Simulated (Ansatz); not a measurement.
# AlH+ (quartet): from Hartree-Fock to the top rungs, def2-TZVPP

An exercise on one series of results from a longer session: the logs are not shown, and one member is left open.

Method: def2-TZVPP, core rule «outside noble gas», up to 5 orbitals frozen; program: Ansatz 0.2.0, Gaussian basis.

Plan: UHF; ROHF; CCSD(T) on UHF.

2 further runs of the same task are left out: 2 set aside as unsound or not needed.

## What is computed

The geometry is a PBE0/def2-TZVP stationary point (not a proven minimum) of the parent state, kept for this charge and spin.

2 atoms, charge 1, spin multiplicity 4.

Atoms are counted from 1 here; the program's logs count them from 0.

Bond lengths: Al1–H2 1.605 Å.

Coordinates:

```
Al    0.0000    0.0000    0.0000
H     0.0000    0.0000    1.6045
```

Set-up of the first run:

File in.yaml:

```yaml
crystal:
  periodic: [false, false, false]
  atoms:
    - {symbol: Al, position_ang: [0.000000, 0.000000, 0.000000]}
    - {symbol: H, position_ang: [0.000000, 0.000000, 1.604550]}
basis:
  gaussian: {orbitals: def2-TZVPP}
total_charge: 1
magnetization: {spin_polarized: true, initial_magnetization: 3}
hamiltonian: {xc: hf}
output: {orbitals: {seedname: orbitals}}
```

Run with:

```bash
$ ansatz run in.yaml --threads 1 --pin off --events-out ev --progress --plain --max-ram 4096MiB --backend cpu
```

Steps of the session up to this table: UHF; ROHF; CCSD(T) on UHF.

One table of the session follows, with a row left open; its other results are not shown here.

It belongs to the step «Misses and costs». 

```
  method  from UCCSD(T) (kcal/mol)
    ROHF                         ?
     UHF                     +6.16
    UMP2                     +2.35
   UCCSD                     +0.03
UCCSD(T)                         0
```

Estimate the missing values for ROHF.

The run gave: from UCCSD(T) (kcal/mol): +6.25. In the column «from UCCSD(T) (kcal/mol)» it is the highest.
